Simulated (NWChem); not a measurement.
**Basis-set dependence for F**

```xyz
1

F      0.0000     0.0000     0.0000
```
Charge 0, spin multiplicity 2.

All runs are NWChem calculations.

Hartree-Fock energies in Ha, correlation energies in mHa.

The correlated methods keep 1 core orbital frozen. The stability of the SCF solutions was not checked. Open-shell Hartree-Fock references start from PBE0 orbitals. Coupled-cluster values serve here as a point of comparison, not as the truth.

```tsv
basis	functions	UHF	UMP2	SCS-UMP2	CCSD on ROHF	CCSD[T] on ROHF	CCSD(T) on ROHF	CCSD on UHF	CCSD[T] on UHF	CCSD(T) on UHF	CCSDT on ROHF	URI-MP2
3-21G	9	-98.84501	-78.4	-76.6	-83.6	-83.7	-83.7	-83.3	-83.3	-83.3	-83.7	not run
cc-pVDZ	14	-99.37524	-140.6	-137.8	-154.8	-155.7	-155.7	-151.4	-152.4	-152.3	-155.8	-140.6
cc-pVTZ	30	-99.40552	-199.8	-197.6	-215.7	-219.5	-219.5	-211.2	-214.9	-214.8	-219.5	-199.8
cc-pVQZ	55	-99.41377	-221.4	-220.8	-236.6	-241.5	-241.4	-231.9	-236.6	-236.5	not run	-221.4
```

From cc-pVTZ to cc-pVQZ the Hartree-Fock energy moves by -8.2 mHa and the UMP2 correlation energy by -21.6 mHa, which is 10 % of its value in the larger set.
